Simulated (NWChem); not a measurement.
Program: NWChem. System: allene (C3H4), charge 0, spin multiplicity 1, at a geometry optimised with PBE0/def2-SVP. Level: PBE0/def2-TZVPP.

Job file:

```
start mol
memory heap 200 mb stack 900 mb global 1100 mb
geometry units angstroms nocenter noautoz
  C      0.000000     0.000000     1.307762
  C      0.000000     0.000000    -0.000000
  C      0.000000     0.000000    -1.307762
  H      0.000000    -0.936751     1.874880
  H      0.000000     0.936751     1.874880
  H      0.936751     0.000000    -1.874880
  H     -0.936751     0.000000    -1.874880
  symmetry group C2v
end
basis spherical
  * library def2-tzvpp
end
dft
  xc pbe0
  semidirect memsize 60000000 filesize 0
  iterations 100
end
task dft energy
```

Part of the output:

```
             Northwest Computational Chemistry Package (NWChem) 7.3.0
             --------------------------------------------------------

                                NWChem Input Module
                                -------------------

 Scaling coordinates for geometry "geometry" by  1.889725989
 (inverse scale =  0.529177249)

 Turning off AUTOSYM since
 SYMMETRY directive was detected!

                             Geometry "geometry" -> ""
                             -------------------------

 Output coordinates in angstroms (scale by  1.889725989 to convert to a.u.)

  No.       Tag          Charge          X              Y              Z
 ---- ---------------- ---------- -------------- -------------- --------------
    1 C                    6.0000     0.00000000     0.00000000     1.30776200
    2 C                    6.0000     0.00000000     0.00000000     0.00000000
    3 C                    6.0000     0.00000000     0.00000000    -1.30776200
    4 H                    1.0000     0.00000000    -0.93675100     1.87488000
    5 H                    1.0000     0.00000000     0.93675100     1.87488000
    6 H                    1.0000     0.93675100     0.00000000    -1.87488000
    7 H                    1.0000    -0.93675100     0.00000000    -1.87488000

 Effective nuclear repulsion energy (a.u.)      59.0007399211

            Nuclear Dipole moment (a.u.)
            ----------------------------
        X                 Y               Z
 ---------------- ---------------- ----------------
     0.0000000000     0.0000000000     0.0000000000

      Symmetry information
      --------------------

 Group name             C2v
 Group number             16
 Group order               4
 No. of unique centers     5

      Symmetry unique atoms

     1    2    3    4    6


 Summary of "ao basis" -> "" (spherical)
 ------------------------------------------------------------------------------
       Tag                 Description            Shells   Functions and Types
 ---------------- ------------------------------  ------  ---------------------
 *                         def2-tzvpp                 on all atoms

                                 NWChem DFT Module
                                 -----------------

 Summary of "ao basis" -> "ao basis" (spherical)
 ------------------------------------------------------------------------------
       Tag                 Description            Shells   Functions and Types
 ---------------- ------------------------------  ------  ---------------------
 C                         def2-tzvpp               11       31   5s3p2d1f
 H                         def2-tzvpp                6       14   3s2p1d

 Summary of "ao basis" -> "ao basis" (spherical)
 ------------------------------------------------------------------------------
       Tag                 Description            Shells   Functions and Types
 ---------------- ------------------------------  ------  ---------------------
 C                         def2-tzvpp               11       31   5s3p2d1f
 H                         def2-tzvpp                6       14   3s2p1d

      Symmetry analysis of basis
      --------------------------

        a1         62
        a2         17
        b1         35
        b2         35

            General Information
            -------------------
          SCF calculation type: DFT
          Wavefunction type:  closed shell.
          No. of atoms     :     7
          No. of electrons :    22
[...]
 d= 0,ls=0.0,diis     6   -116.5501152459 -6.92D-03  1.64D-04  4.23D-03     6.0
 d= 0,ls=0.0,diis     7   -116.5506076190 -4.92D-04  4.88D-05  2.19D-05     6.5
 d= 0,ls=0.0,diis     8   -116.5506051027  2.52D-06  2.07D-05  4.21D-05     7.0
 d= 0,ls=0.0,diis     9   -116.5506111693 -6.07D-06  3.90D-06  1.27D-06     7.5
 d= 0,ls=0.0,diis    10   -116.5506113137 -1.44D-07  1.46D-06  6.00D-08     8.0

         Total DFT energy =     -116.550611313653
      One electron energy =     -272.094213937369
           Coulomb energy =      114.067996803546
    Exchange-Corr. energy =      -17.525134100959
 Nuclear repulsion energy =       59.000739921129

 Numeric. integr. density =       22.000005723382

     Total iterative time =      7.4s

                  Occupations of the irreducible representations
                  ----------------------------------------------

                     irrep           alpha         beta
                     --------     --------     --------
                     a1                7.0          7.0
                     a2                0.0          0.0
                     b1                2.0          2.0
                     b2                2.0          2.0

                       DFT Final Molecular Orbital Analysis
                       ------------------------------------

 Vector    9  Occ=2.000000D+00  E=-4.577492D-01  Symmetry=b1
              MO Center=  2.0D-14,  7.1D-17, -1.3D+00, r^2= 1.5D+00
   Bfn.  Coefficient  Atom+Function         Bfn.  Coefficient  Atom+Function
  ----- ------------  ---------------      ----- ------------  ---------------
    68      0.313825  3 C  px                71      0.231156  3 C  px
   123      0.185589  6 H  s                137     -0.185589  7 H  s
    37      0.137933  2 C  px               122      0.132641  6 H  s
   136     -0.132641  7 H  s                 40      0.115065  2 C  px
   124      0.075352  6 H  s                138     -0.075352  7 H  s

 Vector   10  Occ=2.000000D+00  E=-2.833242D-01  Symmetry=b1
              MO Center=  1.5D-15, -2.2D-17,  5.0D-01, r^2= 2.1D+00
   Bfn.  Coefficient  Atom+Function         Bfn.  Coefficient  Atom+Function
  ----- ------------  ---------------      ----- ------------  ---------------
     6      0.303257  1 C  px                 9      0.263425  1 C  px
    37      0.258634  2 C  px                40      0.226483  2 C  px
    12      0.173664  1 C  px                43      0.118509  2 C  px
   123     -0.092055  6 H  s                137      0.092055  7 H  s
    68     -0.090318  3 C  px               124     -0.090309  6 H  s

 Vector   11  Occ=2.000000D+00  E=-2.833197D-01  Symmetry=b2
              MO Center= -4.0D-16,  4.0D-17, -5.0D-01, r^2= 2.1D+00
   Bfn.  Coefficient  Atom+Function         Bfn.  Coefficient  Atom+Function
  ----- ------------  ---------------      ----- ------------  ---------------
    69      0.303253  3 C  py                72      0.263419  3 C  py
    38      0.258643  2 C  py                41      0.226491  2 C  py
    75      0.173662  3 C  py                44      0.118518  2 C  py
    95      0.092051  4 H  s                109     -0.092051  5 H  s
     7     -0.090304  1 C  py                96      0.090312  4 H  s

 Vector   12  Occ=0.000000D+00  E= 9.205465D-03  Symmetry=b1
              MO Center= -4.6D-14,  2.8D-16,  2.9D-01, r^2= 3.4D+00
   Bfn.  Coefficient  Atom+Function         Bfn.  Coefficient  Atom+Function
  ----- ------------  ---------------      ----- ------------  ---------------
    12      0.591550  1 C  px               124      0.512343  6 H  s
   138     -0.512343  7 H  s                 43     -0.509499  2 C  px
    37     -0.314741  2 C  px                40     -0.290135  2 C  px
     6      0.266333  1 C  px                 9      0.223079  1 C  px
    74     -0.176929  3 C  px               123      0.094333  6 H  s

 Vector   13  Occ=0.000000D+00  E= 9.209307D-03  Symmetry=b2
              MO Center= -5.3D-16, -1.5D-16, -2.9D-01, r^2= 3.4D+00
   Bfn.  Coefficient  Atom+Function         Bfn.  Coefficient  Atom+Function
  ----- ------------  ---------------      ----- ------------  ---------------
    75      0.591532  3 C  py                96     -0.512445  4 H  s
   110      0.512445  5 H  s                 44     -0.509448  2 C  py
    38     -0.314730  2 C  py                41     -0.290128  2 C  py
    69      0.266335  3 C  py                72      0.223083  3 C  py
    13     -0.177038  1 C  py                95     -0.094330  4 H  s

 Vector   14  Occ=0.000000D+00  E= 7.162353D-02  Symmetry=a1
              MO Center=  8.0D-16,  9.5D-14,  9.6D-04, r^2= 7.7D+00
   Bfn.  Coefficient  Atom+Function         Bfn.  Coefficient  Atom+Function
  ----- ------------  ---------------      ----- ------------  ---------------
     4      1.593157  1 C  s                 66      1.592758  3 C  s
     5      1.418617  1 C  s                 67      1.418002  3 C  s
    35     -1.379176  2 C  s                 96     -1.100990  4 H  s
   110     -1.100990  5 H  s                124     -1.100308  6 H  s
   138     -1.100308  7 H  s                 36     -0.983716  2 C  s

 center of mass
 --------------
 x =   0.00000000 y =   0.00000000 z =   0.00000000

 moments of inertia (a.u.)
 ------------------
         203.498019678243           0.000000000000           0.000000000000
           0.000000000000         203.498019678243           0.000000000000
           0.000000000000           0.000000000000          12.632552763193

     Multipole analysis of the density
     ---------------------------------

     L   x y z        total         alpha         beta         nuclear
     -   - - -        -----         -----         ----         -------
     0   0 0 0     -0.000000    -11.000000    -11.000000     22.000000

     1   1 0 0      0.000000      0.000000      0.000000      0.000000
     1   0 1 0      0.000000      0.000000      0.000000      0.000000
     1   0 0 1     -0.000164     -0.000082     -0.000082      0.000000

     2   2 0 0    -14.469030    -10.368133    -10.368133      6.267235
     2   1 1 0      0.000000      0.000000      0.000000      0.000000
     2   1 0 1      0.000000      0.000000      0.000000      0.000000
     2   0 2 0    -14.469040    -10.368137    -10.368137      6.267235
     2   0 1 1     -0.000000     -0.000000     -0.000000      0.000000
     2   0 0 2    -11.483610    -67.491930    -67.491930    123.500251

 Task  times  cpu:        8.1s     wall:        8.1s

 Total times  cpu:        8.1s     wall:        8.1s
```
